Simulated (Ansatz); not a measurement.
# C₃H₅F₃: a ladder of functionals and wavefunction methods

An exercise on one series of results from a longer session: the logs are not shown, and one member is left open.

The runs use Ansatz 0.2.0, Gaussian basis; functionals in def2-TZVPP, the program's frozen cores in correlated methods.

Levels to be run: LDA (SPW92), PBE-D4, revPBE-D4, BLYP-D4, r2SCAN-D4, B97M-V, PBE0-D4, B3LYP-D4, r2SCANh-D4, r2SCAN0-D4, HSE06-D4, BHLYP-D4, CAM-B3LYP-D4, LC-ωPBE, ωB97X-V, ωB97M-V, B2PLYP, PBE-QIDH; CCSD(T)/def2-SVP; CCSD(T)/def2-TZVPP; MP2/def2-QZVPP; extrapolation to the limit; RPA on PBE.

### Structure used throughout

The geometry comes from an earlier relaxation with PBE0-D4 in a triple-zeta def2 set; it is a stationary point, not always the lowest conformer.

SMILES `CC(F)C(F)F`, 11 atoms, charge 0, spin multiplicity 1.

Atoms are counted from 1 here; the program's logs count them from 0.

Bond lengths: C1–C2 1.504 Å, C1–H7 1.090 Å, C1–H8 1.090 Å, C1–H9 1.091 Å, C2–F3 1.384 Å, C2–C4 1.518 Å, C2–H10 1.096 Å, C4–F5 1.357 Å, C4–F6 1.352 Å, C4–H11 1.094 Å. Angles: C2–C1–H7 110.5°, C2–C1–H8 109.7°, C2–C1–H9 110.0°, H7–C1–H8 109.1°, H7–C1–H9 108.9°, H8–C1–H9 108.7°, C1–C2–F3 110.1°, C1–C2–C4 113.7°, C1–C2–H10 111.4°, F3–C2–C4 106.8°, F3–C2–H10 107.4°, C4–C2–H10 107.1°, C2–C4–F5 108.9°, C2–C4–F6 111.1°, C2–C4–H11 112.1°, F5–C4–F6 107.7°, F5–C4–H11 108.8°, F6–C4–H11 108.1°.

Set-up of the first run:

Contents of in.yaml:

```yaml
crystal:
  periodic: [false, false, false]
  atoms:
    - {symbol: C, position_ang: [-0.101428, 1.165709, -0.532037]}
    - {symbol: C, position_ang: [0.121699, -0.321255, -0.508343]}
    - {symbol: F, position_ang: [1.396389, -0.619213, -0.957788]}
    - {symbol: C, position_ang: [-0.010770, -0.936572, 0.872519]}
    - {symbol: F, position_ang: [-1.308095, -0.862011, 1.263832]}
    - {symbol: F, position_ang: [0.731552, -0.261990, 1.779066]}
    - {symbol: H, position_ang: [0.626260, 1.670678, 0.103384]}
    - {symbol: H, position_ang: [-0.002020, 1.536329, -1.552557]}
    - {symbol: H, position_ang: [-1.105318, 1.398103, -0.172370]}
    - {symbol: H, position_ang: [-0.586169, -0.841915, -1.162616]}
    - {symbol: H, position_ang: [0.303302, -1.984862, 0.887409]}
basis:
  gaussian: {orbitals: def2-TZVPP}
hamiltonian: {xc: lda}
output: {orbitals: {seedname: orbitals}}
```

Launch:

```sh
$ ansatz run in.yaml --threads 4 --pin off --events-out ev --progress --plain --max-ram 10444MiB
```

Among the steps run: LDA; PBE-D4 (GGA); revPBE-D4 (GGA); BLYP-D4 (GGA); r2SCAN-D4 (meta-GGA); B97M-V (meta-GGA); B3LYP-D4 (hybrid); r2SCANh-D4 (hybrid); r2SCAN0-D4 (hybrid); HSE06-D4 (hybrid); BHLYP-D4 (hybrid); CAM-B3LYP-D4 (range-separated); LC-ωPBE (range-separated); ωB97X-V (range-separated); ωB97M-V (range-separated); B2PLYP (double hybrid); PBE-QIDH (double hybrid).

One table of the session follows, with a row left open; its other results are not shown here.

It belongs to the step «Frontier levels by functional». 

```
  functional  HOMO (eV)  LUMO (eV)  gap (eV)
 LDA (SPW92)      -7.90       0.28      8.19
      PBE-D4      -7.73       0.53      8.26
   revPBE-D4      -7.66       0.60      8.26
     BLYP-D4      -7.72       0.49      8.21
   r2SCAN-D4          ?          ?         ?
      B97M-V      -8.29       0.73      9.02
     PBE0-D4      -9.46       1.37     10.83
    B3LYP-D4      -9.27       0.99     10.26
  r2SCANh-D4      -8.75       1.48     10.24
  r2SCAN0-D4      -9.71       1.93     11.64
    HSE06-D4      -9.05       1.00     10.05
    BHLYP-D4     -11.17       1.94     13.11
CAM-B3LYP-D4     -11.02       2.11     13.12
     LC-ωPBE     -12.27       3.45     15.72
     ωB97X-V     -11.96       3.26     15.22
     ωB97M-V     -11.87       2.81     14.68
```

Estimate the missing values for r2SCAN-D4.

Worked estimate for «HOMO (eV)». Against the share of exact exchange, r2SCANh-D4 (0.1, -8.75), r2SCAN0-D4 (0.25, -9.71) give a slope of -6.40 per unit share; at 0 the line stands at -8.11.

The run gave: HOMO (eV): -8.11; LUMO (eV): 1.08; gap (eV): 9.19. In «HOMO (eV)» the line misses by 0.00.
